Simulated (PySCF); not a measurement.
**Exact simulation of a proton spin system**

Molecule: SMILES Fc1cn[nH]c1, C3H3FN2.

Molfile (atoms numbered from 1):
```
C3H3FN2
     RDKit          3D

  9  9  0  0  0  0  0  0  0  0999 V2000
    2.2395    0.4807   -0.0412 F   0  0  0  0  0  0  0  0  0  0  0  0
    0.9607    0.1446   -0.0228 C   0  0  0  0  0  0  0  0  0  0  0  0
    0.4214   -1.1532   -0.1120 C   0  0  0  0  0  0  0  0  0  0  0  0
   -0.9037   -1.1008   -0.0598 N   0  0  0  0  0  0  0  0  0  0  0  0
   -1.1994    0.1846    0.0589 N   0  0  0  0  0  0  0  0  0  0  0  0
   -0.1161    1.0004    0.0879 C   0  0  0  0  0  0  0  0  0  0  0  0
    0.9461   -2.1020   -0.2102 H   0  0  0  0  0  0  0  0  0  0  0  0
   -2.1697    0.4648    0.1160 H   0  0  0  0  0  0  0  0  0  0  0  0
   -0.1788    2.0809    0.1831 H   0  0  0  0  0  0  0  0  0  0  0  0
  1  2  1  0
  2  3  1  0
  3  4  2  0
  4  5  1  0
  5  6  1  0
  6  2  2  0
  3  7  1  0
  5  8  1  0
  6  9  1  0
M  END
```

Method: PBE0-D3(BJ)/def2-SVP geometry, J: B3LYP/pcJ-1, shielding tensors at PBE/pcSseg-2 (GIAO), in PySCF (no relativistic terms, no solvent model, single conformer).

Scale: $^{1}$H (σ = 31.18 ppm) vs TMS (reference shieldings calculated alike).

Shifts (ppm): F1 -202.8, H7 7.28, H9 7.13.
Couplings (Hz): F1–H7: -4.5; F1–H9: -5.1; H7–H9: 0.5.

The 3-spin Hamiltonian (Zeeman plus full scalar coupling among like nuclei) was diagonalised exactly; lines are Lorentzian, 0.7 Hz wide, and the maxima above 3 % are listed with the tallest set to 100.

Q: Give the $^{1}$H peak list of this spin system at 100 MHz.

A: 
| Hz | ppm | height |
| --- | --- | --- |
| 730.4 | 7.304 | 97 |
| 730.1 | 7.301 | 100 |
| 725.9 | 7.259 | 98 |
| 725.6 | 7.256 | 100 |
| 715.8 | 7.157 | 100 |
| 715.4 | 7.154 | 97 |
| 710.7 | 7.107 | 100 |
| 710.3 | 7.103 | 97 |

Q: And at 600 MHz?

A: 
```json
{"Hz": "4370.4", "ppm": "7.284", "height": "99"}
{"Hz": "4370.1", "ppm": "7.284", "height": "100"}
{"Hz": "4365.9", "ppm": "7.277", "height": "100"}
{"Hz": "4365.6", "ppm": "7.276", "height": "100"}
{"Hz": "4280.7", "ppm": "7.135", "height": "100"}
{"Hz": "4280.4", "ppm": "7.134", "height": "99"}
{"Hz": "4275.6", "ppm": "7.126", "height": "100"}
{"Hz": "4275.3", "ppm": "7.126", "height": "99"}
```

OH/NH shifts are gas-phase values; hydrogen bonding in solution moves them, usually downfield.
